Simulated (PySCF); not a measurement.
Dipole moment and polarisability across levels of theory

Cyclopropanecarboxamide, C₄H₇NO.
Z-matrix (Å and degrees, PBE0-D3(BJ)/def2-SVP geometry), rows numbered from 1:
```
N 
C   1  1.3583
O   2  1.2164  1  122.54
C   2  1.4959  1  115.28  3   179.90
C   4  1.5079  2  116.34  1   146.94
C   5  1.4856  4   60.49  2   106.22
H   1  1.0111  2  118.23  3     0.51
H   1  1.0084  2  122.44  3   179.31
H   4  1.0938  2  117.15  1     0.27
H   5  1.0929  4  115.48  6  -108.18
H   5  1.0927  4  117.34  6   109.52
H   6  1.0926  4  117.44  5  -109.62
H   6  1.0930  4  115.37  5   108.17
```

PySCF, dipoles from the SCF density, polarisabilities from static response with core orbitals frozen. Isolated species at its PBE0-D3(BJ)/def2-SVP geometry (one conformer only).

The anisotropy is √(½[(α1 − α2)² + (α2 − α3)² + (α3 − α1)²]).

| level | μ (D) | α (Å³) | anisotropy (Å³) |
| --- | --- | --- | --- |
| CAM-B3LYP/def2-SVPD | 3.795 | 8.56 | 2.59 |
| wB97X-D/def2-SVPD | 3.771 | 8.57 | 2.59 |
| LC-wPBE/def2-SVPD | 3.789 | 8.34 | 2.45 |
| PBE0/6-31G* | 3.564 | 7.06 | 2.82 |
| PBE0/def2-SVP | 3.637 | 7.24 | 2.68 |
| PBE0/6-31+G* | 3.777 | 8.21 | 2.56 |
| PBE0/aug-cc-pVDZ | 3.658 | 8.87 | 2.79 |
| PBE0/def2-TZVP | 3.672 | 8.32 | 2.75 |
| PBE0/def2-TZVPD | 3.658 | 8.83 | 2.80 |

The dipole runs from 3.56 D (PBE0/6-31G*) to 3.79 D (CAM-B3LYP/def2-SVPD). No reference polarisability is at hand; against PBE0 in the largest diffuse basis at hand (def2-TZVPD) the other PBE0 rows deviate by 6-31G* -20%, def2-SVP -18%, 6-31+G* -7%, aug-cc-pVDZ 0%, def2-TZVP -6%. With PBE0 the polarisability is 7.54 Å³ without diffuse functions (mean of 6-31G*, def2-SVP and def2-TZVP) and 8.64 Å³ with them (mean of 6-31+G*, aug-cc-pVDZ and def2-TZVPD).
